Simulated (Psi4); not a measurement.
**One shape, several levels: doublet [AlNH4]−**

Wanted: a comparison of 3 runs (UBLYP/aug-cc-pVDZ, UPBE0/aug-cc-pVDZ, UTPSS/aug-cc-pVDZ) of doublet [AlNH4]−. The job is set up through a Python script.

Program for the calculation: Psi4 1.11.

1 further run of the same task is left out (it didn't finish).

**1. The structure to begin with**

[AlNH4]−: 6 atoms, total charge -1, spin state doublet. SMILES of the parent species: `[H][Al]([H])[NH2]`. The shape comes from GFN2-xTB, which is rough for such elements, and wasn't checked as a minimum. That shape belongs to the parent species and isn't relaxed for this state.

Bond lengths: Al1–N4 1.775 Å, Al1–H2 1.541 Å, Al1–H3 1.542 Å, N4–H5 1.014 Å, N4–H6 1.014 Å. Angles: Al1–N4–H5 127.0°, Al1–N4–H6 126.7°, H2–Al1–N4 121.7°, H3–Al1–N4 121.7°, H5–N4–H6 106.3°, H2–Al1–H3 116.6°.

**2. Energy and gradient at UBLYP/aug-cc-pVDZ (run 1)**

calc.py reads:

```python
import psi4

psi4.set_memory('1600 MB')
psi4.set_num_threads(1)
psi4.set_output_file('alh4n.out', False)

geom = psi4.geometry("""
-1 2
Al
H 1 1.540981
H 1 1.542062 2 116.57065
N 1 1.775423 2 121.6953 3 -179.93193
H 4 1.01413 1 127.00947 2 -93.23366
H 4 1.014276 5 106.31125 1 179.82272
symmetry c1
no_reorient
no_com
""")

options = {'basis': 'aug-cc-pVDZ', 'reference': 'uks', 'puream': True, 'e_convergence': 1e-09, 'd_convergence': 1e-08, 'scf_type': 'pk', 'dft_radial_points': 99, 'dft_spherical_points': 590, 'maxiter': 200}
psi4.set_options(options)

energy_value, wavefunction = psi4.gradient('blyp', molecule=geom, return_wfn=True)
psi4.oeprop(wavefunction, 'MAYER_INDICES', 'QUADRUPOLE', 'MULLIKEN_CHARGES', title='BLYP')
print('gradient / Eh bohr^-1')
print(energy_value.np.round(6))
print(f'energy = {wavefunction.energy():.10f} Eh')
```

On the command line:

```bash
python calc.py
```

alh4n.out:

```text
[...]
  Running in c1 symmetry.
[...]
  Nuclear repulsion =   52.497274482832466
[...]
  Multiplicity = 2
[...]
  Nalpha       = 13
  Nbeta        = 12
[...]
    Number of basis functions: 86
[...]
   @UKS iter   1:  -298.91426885342349    8.65396e-02   1.29469e-02 ADIIS/DIIS
[...]
   @UKS iter  13:  -299.56207911869973   -3.49019e-11   7.40644e-09 DIIS
[...]
   @S^2 Observed:                7.511471769E-01
[...]
    Orbital Energies [Eh]
    ---------------------
    Alpha Occupied:
       1A    -55.270675     2A    -13.834260     3A     -3.747870
       4A     -2.362893     5A     -2.356434     6A     -2.355283
       7A     -0.587241     8A     -0.262004     9A     -0.230679
      10A     -0.139421    11A     -0.096010    12A     -0.040955
      13A      0.062840
    Alpha Virtual:
      14A      0.081699    15A      0.091682    16A      0.091728
      17A      0.103257    18A      0.123538    19A      0.126385
      20A      0.146660    21A      0.170361    22A      0.182169
      23A      0.190826    24A      0.196220    25A      0.226247
[...]
  @UKS Final Energy:  -299.56207911869973
   => Energetics <=
    Nuclear Repulsion Energy =             52.4972744828324664
    One-Electron Energy =                -522.1889442006388435
    Two-Electron Energy =                 197.2922117915038598
    DFT Exchange-Correlation Energy =     -27.1626211923972498
    Empirical Dispersion Energy =           0.0000000000000000
    VV10 Nonlocal Energy =                  0.0000000000000000
    Total Energy =                       -299.5620791186997280
[...]
  -Total Gradient:
     Atom            X                  Y                   Z
    ------   -----------------  -----------------  -----------------
       1       -0.000113128572    -0.018507996814    -0.011128246609
       2        0.000154114319     0.002028637424    -0.019808812758
       3       -0.000154844339    -0.016533880021     0.010549054100
       4        0.000234411251     0.033190280398     0.020478161256
       5       -0.006436024345    -0.000404507190     0.000457122748
       6        0.006315438110     0.000240549364    -0.000539169105
[...]
 Multipole Moments:
 ------------------------------------------------------------------------------------
     Multipole            Electronic (a.u.)      Nuclear  (a.u.)        Total (a.u.)
 ------------------------------------------------------------------------------------
 L = 1.  Multiply by 2.5417464519 to convert [e a0] to [Debye]
 Dipole X            :          0.0038152           -0.0059401           -0.0021249
 Dipole Y            :         -0.6480963           -1.0099708           -1.6580671
 Dipole Z            :         -0.3979767           -0.6269218           -1.0248985
 Magnitude           :                                                    1.9492583
 L = 2.  Multiply by 1.3450342976 to convert [e a0^2] to [Debye ang]
 Quadrupole XX       :        -46.9872636            4.6912623          -42.2960013
 Quadrupole XY       :         -0.2843072            0.2063359           -0.0779713
[...]
  Mulliken Charges: (a.u.)
   Center  Symbol    Alpha    Beta     Spin     Total
       1    AL     7.64917  6.43208  1.21710 -1.08125
       2     H     0.37309  0.39567 -0.02258  0.23124
       3     H     0.37335  0.39598 -0.02263  0.23068
       4     N     3.49115  3.61340 -0.12225 -0.10455
       5     H     0.55703  0.58157 -0.02454 -0.13860
       6     H     0.55621  0.58131 -0.02509 -0.13752
   Total alpha = 13.00000, Total beta = 12.00000, Total charge = -1.00000
  Mayer Bond Indices:
[...]
```

The script printed:

```text
gradient / Eh bohr^-1
[[-0.000113 -0.018508 -0.011128]
 [ 0.000154  0.002029 -0.019809]
 [-0.000155 -0.016534  0.010549]
 [ 0.000234  0.03319   0.020478]
 [-0.006436 -0.000405  0.000457]
 [ 0.006315  0.000241 -0.000539]]
energy = -299.5620791187 Eh
```

Wall time 22 s (1 thread of Intel Xeon 6975P-C (Granite Rapids), shared host); peak memory 0.82 GiB.

**3. The energy at UPBE0/aug-cc-pVDZ (run 2)**

job.py reads:

```python
import psi4

psi4.set_memory(1600000000)
psi4.set_num_threads(1)
psi4.set_output_file('output.dat', False)

molecule = psi4.geometry("""
-1 2
Al     0.411220     0.709780     0.004090
H      1.951140     0.754090     0.040220
H     -0.317540     2.068550    -0.020570
N     -0.477760    -0.827010    -0.006690
H     -0.803830    -1.337930    -0.819770
H     -0.763230    -1.367490     0.802720
symmetry c1
no_reorient
no_com
""")

psi4.set_options({
    'basis': 'aug-cc-pVDZ',
    'reference': 'uks',
    'puream': True,
    'e_convergence': 1e-09,
    'd_convergence': 1e-08,
    'scf_type': 'pk',
    'dft_radial_points': 99,
    'dft_spherical_points': 590,
    'maxiter': 200,
})

E, wfn = psi4.energy("pbe0", return_wfn=True)
psi4.oeprop(wfn, "MAYER_INDICES", "QUADRUPOLE", "WIBERG_LOWDIN_INDICES", title="PBE0")
print('E =', round(E, 9))
```

On the command line:

```bash
python job.py
```

output.dat:

```text
[...]
  Running in c1 symmetry.
[...]
  Nuclear repulsion =   52.497281297986149
[...]
  Multiplicity = 2
[...]
  Nalpha       = 13
  Nbeta        = 12
[...]
    Number of basis functions: 86
[...]
   @UKS iter   1:  -298.97710139419570   -2.12527e-01   1.05648e-02 DIIS/ADIIS
[...]
   @UKS iter  14:  -299.40467861483341   -7.10543e-12   4.06061e-09 DIIS
[...]
   @S^2 Observed:                7.523828611E-01
[...]
    Orbital Energies [Eh]
    ---------------------
    Alpha Occupied:
       1A    -55.969327     2A    -14.200157     3A     -3.987040
       4A     -2.521018     5A     -2.515018     6A     -2.513886
       7A     -0.687088     8A     -0.321947     9A     -0.291327
      10A     -0.190362    11A     -0.144551    12A     -0.088654
      13A      0.044544
    Alpha Virtual:
      14A      0.092372    15A      0.097020    16A      0.098298
      17A      0.115521    18A      0.132116    19A      0.133703
      20A      0.161585    21A      0.179180    22A      0.199590
      23A      0.208307    24A      0.212929    25A      0.247289
[...]
  @UKS Final Energy:  -299.40467861483341
   => Energetics <=
    Nuclear Repulsion Energy =             52.4972812979861487
    One-Electron Energy =                -522.4837532222920800
    Two-Electron Energy =                 191.0322770668744852
    DFT Exchange-Correlation Energy =     -20.4504837574019476
    Empirical Dispersion Energy =           0.0000000000000000
    VV10 Nonlocal Energy =                  0.0000000000000000
    Total Energy =                       -299.4046786148334149
[...]
 Multipole Moments:
 ------------------------------------------------------------------------------------
     Multipole            Electronic (a.u.)      Nuclear  (a.u.)        Total (a.u.)
 ------------------------------------------------------------------------------------
 L = 1.  Multiply by 2.5417464519 to convert [e a0] to [Debye]
 Dipole X            :         -5.0764619            3.9081048           -1.1683571
 Dipole Y            :         -8.7346836            6.7185244           -2.0161592
 Dipole Z            :         -0.0283781            0.0168942           -0.0114840
 Magnitude           :                                                    2.3302550
 L = 2.  Multiply by 1.3450342976 to convert [e a0^2] to [Debye ang]
 Quadrupole XX       :        -61.4106645           31.8987099          -29.5119547
 Quadrupole XY       :        -33.8550127           33.9031040            0.0480913
[...]
```

The script printed:

```text
E = -299.404678615
```

Wall time 20 s (1 thread of Intel Xeon 6975P-C (Granite Rapids), shared host); peak memory 0.82 GiB.

**4. The energy at UTPSS/aug-cc-pVDZ (run 3)**

alh4n.py reads:

```python
import psi4

psi4.set_memory('1600 MB')
psi4.set_num_threads(1)
psi4.core.set_output_file('output.dat', False)

geom = psi4.geometry("""
-1 2
Al     0.77709318     1.34128981     0.00772898
H      3.68712023     1.42502357     0.07600478
H     -0.60006363     3.90899298    -0.03887167
N     -0.90283555    -1.56282240    -0.01264227
H     -1.51901855    -2.52832127    -1.54914079
H     -1.44229567    -2.58418158     1.51692095
units au
symmetry c1
no_reorient
no_com
""")

options = {'basis': 'aug-cc-pVDZ', 'reference': 'uks', 'puream': True, 'e_convergence': 1e-09, 'd_convergence': 1e-08, 'scf_type': 'pk', 'dft_radial_points': 99, 'dft_spherical_points': 590, 'maxiter': 200}
psi4.set_options(options)

E, wfn = psi4.energy("tpss", molecule=geom, return_wfn=True)
print('E =', round(E, 9))
```

On the command line:

```bash
python alh4n.py
```

output.dat:

```text
[...]
  Running in c1 symmetry.
[...]
  Nuclear repulsion =   52.497281324296338
[...]
  Multiplicity = 2
[...]
  Nalpha       = 13
  Nbeta        = 12
[...]
    Number of basis functions: 86
[...]
   @UKS iter   1:  -299.06325037417093   -3.29996e-02   1.21033e-02 DIIS/ADIIS
[...]
   @UKS iter  14:  -299.62032979789473   -1.30740e-12   2.50873e-09 DIIS
[...]
   @S^2 Observed:                7.519685010E-01
[...]
    Orbital Energies [Eh]
    ---------------------
    Alpha Occupied:
       1A    -55.443973     2A    -13.925085     3A     -3.791269
       4A     -2.365669     5A     -2.358962     6A     -2.357557
       7A     -0.608393     8A     -0.268550     9A     -0.237144
      10A     -0.147169    11A     -0.103537    12A     -0.044605
      13A      0.059865
    Alpha Virtual:
      14A      0.081516    15A      0.089506    16A      0.089624
      17A      0.101001    18A      0.121226    19A      0.123440
      20A      0.147667    21A      0.168936    22A      0.181135
      23A      0.191959    24A      0.198408    25A      0.231700
[...]
  @UKS Final Energy:  -299.62032979789473
   => Energetics <=
    Nuclear Repulsion Energy =             52.4972813242963383
    One-Electron Energy =                -522.4122899810159879
    Two-Electron Energy =                 197.5372954760542541
    DFT Exchange-Correlation Energy =     -27.2426166172293307
    Empirical Dispersion Energy =           0.0000000000000000
    VV10 Nonlocal Energy =                  0.0000000000000000
    Total Energy =                       -299.6203297978947262
[...]
 Multipole Moments:
 ------------------------------------------------------------------------------------
     Multipole            Electronic (a.u.)      Nuclear  (a.u.)        Total (a.u.)
 ------------------------------------------------------------------------------------
 L = 1.  Multiply by 2.5417464519 to convert [e a0] to [Debye]
 Dipole X            :         -5.0641635            3.9081049           -1.1560587
 Dipole Y            :         -8.7135578            6.7185244           -1.9950333
 Dipole Z            :         -0.0288354            0.0168941           -0.0119413
 Magnitude           :                                                    2.3058127
[...]
```

Standard output:

```text
E = -299.620329798
```

Wall time 47 s (1 thread of Intel Xeon 6975P-C (Granite Rapids), shared host); peak memory 1.1 GiB.

**5. The series**

| run | level | task | energy (Eh) | HOMO energy (eV) | LUMO energy (eV) | ⟨S²⟩ | wall time |
| --- | --- | --- | --- | --- | --- | --- | --- |
| 1 | UBLYP/aug-cc-pVDZ | gradient | -299.562079 | 1.71 | 2.22 | 0.751 | 22 s |
| 2 | UPBE0/aug-cc-pVDZ | energy | -299.404679 | 1.21 | 2.51 | 0.752 | 20 s |
| 3 | UTPSS/aug-cc-pVDZ | energy | -299.620330 | 1.63 | 2.22 | 0.752 | 47 s |

**6. What came out**

```
                                 quantity          value
                      run 3: total energy  -299.62033 Eh
run 3: HOMO energy (highest over α and β)        1.63 eV
 run 3: LUMO energy (lowest over α and β)        2.22 eV
                              run 3: ⟨S²⟩          0.752
```

**Reading.** Totals of different functionals can't be ranked against each other. In runs 1, 2, 3 the HOMO lies above zero, so the outermost electron may be held by the basis alone. All runs together took 89 s, the longest 47 s.
